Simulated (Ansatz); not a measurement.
Z-matrix (Å, degrees):
```
C
H 1 1.0802
H 1 1.0802 2 120.00
H 1 1.0802 2 120.00 3 -179.95
```
Charge 0, spin multiplicity 2.

Computed with frozen-core CCSD(T)/def2-TZVPP // PBE0-D3(BJ)/def2-TZVP (Ansatz, a first-principles code).

| Property | Result |
|---|---|
| HF energy | -39.57866 Ha |
| MP2 correlation energy | -0.15763 Ha |

Task: Estimate the CCSD correlation energy, the (T) correction, the total energy and the T1 diagnostic.

Result: 
```json
{
  "CCSD correlation energy": "-0.17838 Ha",
  "(T) correction": "-0.00468 Ha",
  "CCSD(T) total energy": "-39.76172 Ha",
  "T1 diagnostic": "0.008"
}
```
